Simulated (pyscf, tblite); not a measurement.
H₃C–CH₂–O–SiH₃ + H atom (H•) -> H₃C–CH₂–O–SiH₂• + hydrogen (H₂): energy along the mass-weighted descent from the GFN2-xTB with spin polarisation saddle (tblite), relative to the relaxed reactant side, a complex of the molecules.

```tsv
s (amu^1/2 bohr)	E (kcal/mol)
-1.82	0.2
-1.76	0.2
-1.69	0.3
-1.62	0.3
-1.50	0.5
-1.39	0.6
-1.20	1.1
-0.720	5.3
-0.240	10.4
0.120	11.0
0.195	10.9
0.277	10.9
0.334	10.8
0.384	10.8
0.462	10.8
0.498	10.7
0.551	10.7
0.612	10.7
0.653	10.7
0.689	10.6
0.728	10.6
```

Task: The GFN2-xTB with spin polarisation barrier from the reactant side is 0.48 eV. What does ωB97X-D3(BJ) (PySCF) give from its own reactant-side minimum, in def2-SVP and in def2-TZVP?

Result: 0.18 eV in the double-zeta basis after reoptimising the saddle, and 0.19 eV in the triple-zeta single point, so the tight-binding barrier lies 0.29 eV over the latter. The imaginary mode goes from 754i to 905i cm⁻¹.
